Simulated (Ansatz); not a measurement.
## How far each method lies from RCCSDT(Q) for C₃H₄, singlet

Geometry: MP2(full)/6-31G*, from the G2/97 set.

```yaml
atoms:
  - { symbol: C, position_ang: [0.0000, 0.0000, 0.0000] }
  - { symbol: C, position_ang: [0.0000, 0.0000, 1.3112] }
  - { symbol: C, position_ang: [0.0000, 0.0000, -1.3112] }
  - { symbol: H, position_ang: [0.0000, 0.9268, 1.8766] }
  - { symbol: H, position_ang: [0.0000, -0.9268, 1.8766] }
  - { symbol: H, position_ang: [0.9268, 0.0000, -1.8766] }
  - { symbol: H, position_ang: [-0.9268, 0.0000, -1.8766] }
```

Basis cc-pVDZ; Ansatz 0.2.0. Only valence electrons are correlated (noble-gas cores frozen), which leaves 16 electrons in 59 orbitals. Prefix R: restricted or restricted open-shell reference. Active spaces: frontier = (8e, 8o) about the gap.

Full CI isn't at hand for all of this; RCCSDT(Q) serves as the reference, and is uncertain by about the last step of the cluster series.

```
UHF ⟨S²⟩                          : 0.000
T1 diagnostic (RCCSD)             : 0.0119
largest doubles amplitude (RCCSD) : 0.109
```

```tsv
level	E − E(RCCSDT(Q)) (mEh)	share of correlation (%)	wall time
RHF	445.27	0.00	–
RMP2	53.14	88.07	–
CISD	67.18	84.91	3.1 s
RCCSD	18.35	95.88	–
RCCSD(T)	2.00	99.55	0.78 s
BCCD(T)	1.96	99.56	1.2 s
RCCSDT	1.17	99.74	–
CASSCF (frontier space)	333.56	25.09	–
NEVPT2 (frontier space)	58.79	86.80	5.5 s
MRCISD (frontier space)	36.50	91.80	–
MRCISD+Q (frontier space)	4.69	98.95	7 s (H100)
```

The correlation energy at RCCSDT(Q), counted from RHF, is -12.117 eV. That run took 8.5 s on 2 threads of AMD EPYC 7R13 with a shared H100 80 GB, shared host.

Times hold each run's SCF and search for its determinant on a shared host, so for small cases they say little of a method's own cost; rows without a card ran on 1 thread of AMD EPYC 7R13.

Atomization energy (electronic, same basis, no zero-point term; atoms at the same level, unrestricted beside the R rows where the molecule is a closed shell, with restricted open-shell steps beyond CCSDT(Q)) at RCCSDT(Q): 2725.9 kJ/mol. Errors of other levels:

```tsv
level	error (kJ/mol)
RHF	-584.9
RMP2	36.9
CISD	-162.6
RCCSD	-38.3
RCCSD(T)	-2.6
BCCD(T)	-2.2
RCCSDT	-2.9
```

This basis is far from its limit, so the value isn't to be set against a measured one. Truncated CI isn't size-consistent, which counts against it in atomization.
